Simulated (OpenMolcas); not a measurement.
# OH (SMILES [OH]): U-r2SCAN/aug-cc-pVDZ

Aim: the vertical electron affinity of OH at U-r2SCAN/aug-cc-pVDZ, from 2 runs. 

The results are computed with OpenMolcas 26.06.

### Step 1. Starting point

The species is OH (2 atoms), meant as a doublet with charge 0. SMILES: `[OH]`. Geometry: relaxed at GFN2-xTB.

Bond lengths: O1–H2 0.963 Å.

### Step 2. The energy at U-r2SCAN/aug-cc-pVDZ

File job.input:

```
>>> EXPORT MOLCAS_PRINT=2

&gateway
 baslib = $CurrDir
 coord
 2
 angstrom
 O        0.411770      -0.131830       0.212430
 H       -0.411770       0.131830      -0.212430
 basis = aug-cc-pVDZ
 group = NoSym

&seward
 gridinput
 Grid=Fine
 End of Grid

&scf
 uhf
 spin = 2
 ksdft = 2
 1.0 MGGA_X_R2SCAN
 1.0 MGGA_C_R2SCAN
 prorbitals = 0
```

The basis set aug-cc-pVDZ is read from a file made from the Basis Set Exchange's data (not shown).

Started as:

```sh
export MOLCAS_MEM=1860
pymolcas job.input > job.log
```

The log of the run:

```text
--- Start Module: gateway ---
[...]
--- Stop Module: gateway /rc=_RC_ALL_IS_WELL_ ---
--- Start Module: seward ---
[...]
      Basis functions           32
--- Stop Module: seward /rc=_RC_ALL_IS_WELL_ ---
--- Start Module: scf ---
[...]
       Convergence after  10 Iterations
[...]
::    Total KS-DFT energy                             -75.7097098247
[...]
      Total spin, S                                     0.5017516384
[...]
      Total electronic charge=    9.000000
      Total            charge=   -0.000000
[...]
      Dipole Moment (debye):
      Origin of the operator (angstrom)=    0.3630   -0.1162    0.1872
                   X= -1.3978E+00               Y=  4.4752E-01               Z= -7.2113E-01           Total=  1.6353E+00
      Quadrupole Moment (debye*angstrom):
[...]
--- Stop Module: scf /rc=_RC_ALL_IS_WELL_ ---
[...]
```

Run time: 2.6 s. Hardware: 1 thread of Arm Neoverse V2, shared host; peak memory 0.37 GiB.

### Step 3. The singlet anion, same level

File job.input:

```
&GATEWAY
  BasLib=$CurrDir
  Coord
  2
  angstrom
  O        0.411770      -0.131830       0.212430
  H       -0.411770       0.131830      -0.212430
  Basis=aug-cc-pVDZ
  Group=NoSym

&SEWARD
  GridInput
  Grid=Fine
  End of Grid

&SCF
  Charge=-1
  KSDFT=2
  1.0 MGGA_X_R2SCAN
  1.0 MGGA_C_R2SCAN
  PrOrbitals=0
```

The basis set aug-cc-pVDZ is read from a file made from the Basis Set Exchange's data (not shown).

Started as:

```sh
export MOLCAS_MEM=1860
pymolcas job.input > job.log
```

The log of the run:

```text
--- Start Module: gateway ---
[...]
--- Stop Module: gateway /rc=_RC_ALL_IS_WELL_ ---
--- Start Module: seward ---
[...]
      Basis functions           32
--- Stop Module: seward /rc=_RC_ALL_IS_WELL_ ---
--- Start Module: scf ---
[...]
       Convergence after  15 Iterations
[...]
::    Total KS-DFT energy                             -75.7705813693
[...]
      Total spin, S                                     0.0000000000
[...]
      Total electronic charge=   10.000000
      Total            charge=   -1.000000
[...]
      Dipole Moment (debye):
      Origin of the operator (angstrom)=    0.3630   -0.1162    0.1872
                   X= -1.0054E+00               Y=  3.2188E-01               Z= -5.1867E-01           Total=  1.1762E+00
      Center of Charge (angstrom)
[...]
--- Stop Module: scf /rc=_RC_ALL_IS_WELL_ ---
[...]
```

It took 2.5 s on 1 thread of Arm Neoverse V2, shared host; peak memory 0.37 GiB.

### Step 4. Outcome

At U-r2SCAN/aug-cc-pVDZ:

| quantity | value |
| --- | --- |
| doublet OH: total energy | -75.70971 Eh |
| doublet OH: dipole moment | 1.64 D |
| doublet OH: HOMO energy (highest over α and β) | -7.71 eV |
| doublet OH: LUMO energy (lowest over α and β) | -5.46 eV |
| doublet OH: ⟨S²⟩ | 0.754 |
| singlet anion: total energy | -75.77058 Eh |
| singlet anion: HOMO energy | 2.09 eV |
| singlet anion: LUMO energy | 4.44 eV |
| singlet anion: HOMO–LUMO gap (to an unbound level, set by the basis) | 2.34 eV |
| vertical electron affinity (to the singlet anion) | 1.656 eV |

**Reading.** This program's gradients are faulty for this kind of reference, so any forces in the log (doublet OH) can't be trusted; the energy can. At fixed nuclei the extra electron is bound by 1.66 eV (160 kJ/mol). The HOMO (singlet anion) lies at positive energy, 2.09 eV, as semi-local functionals often give for anions; only total energies tell whether the electron is bound.
